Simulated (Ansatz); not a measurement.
# CHB (singlet): from Hartree-Fock to the top rungs at distance B1–H3 = 0.927 Å, 6-31G

How much of the correlation energy of CHB (singlet) does each wave-function method recover here?

Computed with Ansatz 0.2.0, Gaussian basis. Level: 6-31G, core rule «outside noble gas», up to 2 orbitals frozen.

To be run: UHF; CCSD(T) on RHF; CCSD(T) on UHF; BCCD(T) on RHF; CISD; CCSDT(Q) on RHF; CCSDT(Q) on UHF; CISDTQ; CCSDTQ on RHF; CCSDTQ on UHF; CASSCF and MRCISD+Q, 2 electrons in 2 orbitals; CASSCF and NEVPT2, 2 electrons in 2 orbitals; CASSCF and MRCISD+Q, 8 electrons in 9 orbitals; CASSCF and NEVPT2, 8 electrons in 9 orbitals; Full CI.

18 further runs of the same task are left out: 3 for a known fault of the program, 11 that didn't finish, 4 set aside as unsound or not needed.

### 1 What is computed

The geometry derives from a PBE0/def2-TZVP stationary point (not a proven minimum). One bond is set to the value named and the two fragments are kept rigid.

3 atoms, charge 0, spin multiplicity 1.

Atoms are counted from 1 here; the program's logs count them from 0.

Bond lengths: B1–C2 1.464 Å, B1–H3 0.927 Å. Angles: C2–B1–H3 180.0°.

### 2 UHF

The input, in.yaml:

```yaml
crystal:
  periodic: [false, false, false]
  atoms:
    - {symbol: B, position_ang: [0.000000, 0.000000, 0.179052]}
    - {symbol: C, position_ang: [0.000000, 0.000000, -1.285105]}
    - {symbol: H, position_ang: [0.000000, 0.000000, 1.106052]}
basis:
  gaussian: {orbitals: 6-31G}
magnetization: {spin_polarized: true, initial_magnetization: 0}
hamiltonian: {xc: hf}
output: {orbitals: {seedname: orbitals}}
```

Command:

```sh
$ ansatz run in.yaml --threads 1 --pin off --events-out ev --progress --plain --max-ram 2393MiB
```

Further steps of the session: CCSD(T) on RHF; CCSD(T) on UHF; BCCD(T) on RHF; CISD; CCSDT(Q) on RHF; CCSDT(Q) on UHF; CISDTQ; CCSDTQ on RHF; CCSDTQ on UHF; CASSCF and MRCISD+Q, 2 electrons in 2 orbitals; CASSCF and NEVPT2, 2 electrons in 2 orbitals; CASSCF and MRCISD+Q, 8 electrons in 9 orbitals; CASSCF and NEVPT2, 8 electrons in 9 orbitals; Full CI.

Before running them: what should the planned runs give, taken together? Wanted: FCI below the RHF energy; RMP2 from FCI; RCCSD from FCI; RCCSD(T) from FCI; RCCSDT(Q) from FCI; NEVPT2 valence from FCI; MRCISD+Q valence from FCI; T1 diagnostic; effectively unpaired electrons.

**Answer**, as computed:

| quantity | value |
| --- | --- |
| FCI below the RHF energy | -3.8304 eV |
| RMP2 from FCI | +23.30 kcal/mol |
| RCCSD from FCI | +4.84 kcal/mol |
| RCCSD(T) from FCI | +2.30 kcal/mol |
| RCCSDT(Q) from FCI | +0.58 kcal/mol |
| NEVPT2 valence from FCI | +6.98 kcal/mol |
| MRCISD+Q valence from FCI | +0.06 kcal/mol |
| levels within 1 kcal/mol (43 meV) | CISDTQ, RCCSDT(Q), RCCSDTQ, MRCISD valence, MRCISD+Q valence |
| T1 diagnostic | 0.013 |
| effectively unpaired electrons | 2.04 |

**Reading.** RCCSD(T) lands +2.30 kcal/mol from the yardstick (2.6 % of the correlation energy). The occupations show strong static correlation (2.0 unpaired electrons where one determinant has 0). Coupled cluster on one determinant still stays close here. Of the multireference levels listed MRCISD+Q valence comes nearest in total energy (+0.06 kcal/mol), which doesn't show that its space is the better one. These misses are within one basis, not against nature.
